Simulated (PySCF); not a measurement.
[H···H···SiH2], singlet: the ladder up to full CI

Geometry: a point of a hydrogen-transfer path between rigid fragments, not a stationary point.

```csv
atom,x (Å),y (Å),z (Å)
H,-2.7325,0.0549,0.0000
H,-1.5235,0.0549,0.0000
Si,0.1015,0.0549,0.0000
H,0.7137,-0.8194,1.0900
H,0.7137,-0.8194,-1.0900
```

Basis 6-31G; PySCF 2.14.0. Correlated methods freeze the noble-gas cores, which leaves 8 electrons in 16 orbitals. Prefix R: restricted or restricted open-shell reference; prefix U: unrestricted.

Full CI is exact within this basis and frozen core; it isn't the basis-set limit. The frozen core follows each run's orbitals, which can shift R against U totals by a few meV.

Unrestricted rows (U) aren't spin-pure: their determinants' ⟨S²⟩ exceeds S(S+1) by up to 0.89, so they mix in states of higher spin.

The UHF ⟨S²⟩ is 0.895, the T1 diagnostic (ROHF- or RHF-based CCSD) is 0.0333 and the largest doubles amplitude (ROHF- or RHF-based CCSD) is 0.347.

| level | E − E(full CI) (meV) | share of correlation (%) | wall time |
| --- | --- | --- | --- |
| RHF | 3418 | 0.00 | – |
| UHF | 2321 | 32.07 | – |
| RMP2 | 1288 | 62.31 | – |
| UMP2 | 881 | 74.23 | – |
| RCCSD | 121 | 96.46 | – |
| UCCSD | 154 | 95.49 | – |
| RCCSD(T) | 32 | 99.07 | 0.24 s |
| UCCSD(T) | 101 | 97.04 | 0.33 s |
| RCCSDT | 4 | 99.88 | – |
| UCCSDT | 10 | 99.71 | 4.4 s |
| RCCSDT(Q) | 1 | 99.98 | 0.97 s |

The correlation energy at full CI, counted from RHF, is -3.418 eV. The search over symmetries took 5.6 min on 1 thread of Intel Xeon, shared host; the state has 1,656,848 determinants.

Times are those of the correlated step on a shared host, with one SCF added for the restricted CCSD run; they ran on 1 thread of Intel Xeon.

The full-CI state has the irrep A' of Cs, in the program's axes.

Natural occupations of full CI about the gap: 1.976 1.961 1.959 1.660 0.330 0.036 0.030 0.024 0.006 0.005; effectively unpaired electrons, Σ n²(2−n)², 0.65.
